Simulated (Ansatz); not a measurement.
BH5OSi can be A, `B[SiH2]O`, or B, `BO[SiH3]`.

Calculated with Ansatz (gas phase, PBE0-D4/def2-TZVP geometries, no zero-point term in ΔE). CBS: MP2 limit from def2 TZ/QZ plus the TZ coupled-cluster correction, frozen cores. Functionals use def2-TZVPP. Each species was taken in one conformer, which may not be the lowest.

**Question.** Which is lower in electronic energy at CCSD(T)/CBS, and by how much? (An estimate is asked.)

**Answer.** Computed: B, by 166.2 kJ/mol.

**Question.** Give E(B) − E(A) in kJ/mol with MP2/def2-TZVPP, CCSD(T)/def2-TZVPP, B2PLYP, r2SCAN-D4, ωB97M-V, BLYP-D4, HF/def2-TZVPP. (Best estimate.)

**Answer.** The calculation gave: MP2/def2-TZVPP -174.3, CCSD(T)/def2-TZVPP -168.0, B2PLYP -172.8, r2SCAN-D4 -164.2, ωB97M-V -169.9, BLYP-D4 -168.4, HF/def2-TZVPP -178.6. None reverses the order clearly.

**Question.** Does the order hold for the free energy at 298.15 K (harmonic terms from PBE0-D4)? (Best estimate.)

**Answer.** The calculation gave: Yes: G(B) − G(A) = -164.2 kJ/mol, for one conformer each.

Largest T1 diagnostic: 0.013.

In def2-TZVPP, CCSD(T) changes the Hartree–Fock value by +10.5 kJ/mol (the triples alone add −0.1 kJ/mol) and MP2 by +4.2 kJ/mol. At CCSD(T), def2-SVP lies −24.0 kJ/mol from the extrapolated value and def2-TZVPP −1.9 kJ/mol.
